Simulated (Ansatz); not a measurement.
An input meant for BH2(CN) (CH₂BN) (charge 0, singlet).

```yaml
crystal:
  periodic: [false, false, false]
  atoms:
    - {symbol: B, position_ang: [0.304229, 0.528302, 0.008334]}
    - {symbol: H, position_ang: [1.491528, 0.506216, 0.059286]}
    - {symbol: H, position_ang: [-0.155283, -0.789993, -0.011988]}
    - {symbol: C, position_ang: [-0.455283, -0.789993, -0.011988]}
    - {symbol: N, position_ang: [-1.030886, -1.790026, -0.027991]}
basis:
  gaussian: {orbitals: cc-pVDZ, fitting: {mean_field: def2-universal-jkfit}}
hamiltonian: {xc: {name: PBE-QIDH}, pseudopotentials: {relativity: none}}
scf: {omitted_lower_state_checks: [starts]}
```

```sh
$ ansatz run in.yaml --threads 4 --pin off --events-out ev --progress --plain --max-ram 3916MiB
```

It prints (some lines left out):

```
Functional definition: PBE-QIDH
263 factors; integrals over basis functions are off by at most 2.7e-1 eV
mean field evaluation 1: about -3115.7242 eV, gradient 5.6e1 eV
mean field evaluation 2: about -3115.7237 eV, gradient 5.6e1 eV
mean field evaluation 4: about -3123.5296 eV, gradient 1.8e1 eV
mean field evaluation 8: about -3124.3665 eV, gradient 2.0e-1 eV
mean field evaluation 16: about -3124.3672 eV, gradient 3.3e-4 eV
mean field -3124.36720447 eV, -114.8183769923 hartree, gradient 6.1e-6 eV, S^2 0.000000; 0 other end points of the search recorded, 0 dependent functions left out; unrestricted orbitals would lower it
3 core orbitals not correlated: weight in the atoms' cores, before any rotation towards them, 0.999 or more for the frozen orbitals, at most 0.000 for the correlated occupied ones
reference -3124.36721133 eV, -114.8183772443 hartree; 7, 7 occupied and 42, 42 virtual orbitals, 263 factors
second order -12.57798355 eV of doubles, -0.00000000 eV of singles
Total energy: -3128.55987252 eV, -114.9724547010 hartree
Checks for a lower state left out: starts
```

In this input one atom was put on top of another. The run converged. The result belongs to that input, not to the species as meant.

Correlated methods freeze 3 core orbitals. The restricted singlet is unstable: a solution with broken spin symmetry lies lower.
